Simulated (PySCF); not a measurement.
Isomers of C4H4S2, one GFN2-xTB conformer each. Single-point energies are computed at PBE0/pcSseg-1 (PySCF, gas phase, no added dispersion term), electronic only.

```json
{"SMILES": "Sc1ccsc1", "GFN2-xTB relative energy (kJ/mol)": "0.0"}
{"SMILES": "Sc1cccs1", "GFN2-xTB relative energy (kJ/mol)": "7.5"}
```

Conformers: `[SH:1][c:2]1[cH:3][cH:4][s:5][cH:6]1` with H–S1–C2–C3 0°; `[SH:1][c:2]1[cH:3][cH:4][cH:5][s:6]1` with H–S1–C2–C3 -179°.

Q: What does PBE0/pcSseg-1 give for the same structures?

A: 
```json
{"SMILES": "Sc1ccsc1", "PBE0/pcSseg-1 E (Eh)": "-950.67817", "PBE0/pcSseg-1 (kJ/mol)": "0.0", "GFN2-xTB (kJ/mol)": "0.0", "point group": "Cs"}
{"SMILES": "Sc1cccs1", "PBE0/pcSseg-1 E (Eh)": "-950.67649", "PBE0/pcSseg-1 (kJ/mol)": "4.4", "GFN2-xTB (kJ/mol)": "7.5", "point group": "Cs"}
```

Both levels put the same isomer lowest. Neighbours under 10 kJ/mol apart (Sc1ccsc1 and Sc1cccs1) can change places with a better method, another conformer or zero-point energy.

Q: Which frontier levels, dipoles and rotational constants go with these structures?

A: 
```json
{"SMILES": "Sc1ccsc1", "HOMO (eV, PBE0/pcSseg-1)": "-6.29", "LUMO (eV)": "-0.56", "dipole (D)": "1.41", "A, B, C (MHz)": "7083, 1516, 1249"}
{"SMILES": "Sc1cccs1", "HOMO (eV, PBE0/pcSseg-1)": "-6.18", "LUMO (eV)": "-0.52", "dipole (D)": "0.80", "A, B, C (MHz)": "5308, 1885, 1391"}
```
